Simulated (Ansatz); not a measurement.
Compare A (`C=C/N=C/S`) with its isomer B (`CC1=NCS1`).

Gas-phase electronic energies from Ansatz, PBE0-D4/def2-TZVP geometries. CCSD(T)/CBS adds triple-zeta CCSD(T) − MP2 to the extrapolated MP2 energy (def2 sets, frozen cores). DFT in def2-TZVPP. One conformer a species, not always the lowest.

(1) Which is lower in electronic energy at CCSD(T)/CBS, and by how much? (Estimate.)

(2) Give E(B) − E(A) in kJ/mol with ωB97M-V, BLYP-D4, CCSD(T)/def2-SVP, LDA (SPW92), CCSD(T)/def2-TZVPP, B2PLYP, r2SCAN-D4. (Best estimate.)

(3) Does the order hold for the free energy at 298.15 K (harmonic terms from PBE0-D4)? (Estimate.)

Largest T1 diagnostic: 0.013.

Results:

(1) Computed: B, by 28.4 kJ/mol.

(2) The calculation gave: ωB97M-V -30.1, BLYP-D4 0.0, CCSD(T)/def2-SVP -17.9, LDA (SPW92) -36.0, CCSD(T)/def2-TZVPP -27.1, B2PLYP -16.8, r2SCAN-D4 -22.2. None reverses the order clearly.

(3) The calculation gave: Yes: G(B) − G(A) = -16.9 kJ/mol, for one conformer each.

From BLYP to BHLYP (50 % exact exchange), in def2-TZVPP and without D4, E(B) − E(A) moves by −16.2 kJ/mol. At CCSD(T), def2-SVP lies +10.5 kJ/mol from the extrapolated value and def2-TZVPP +1.3 kJ/mol.
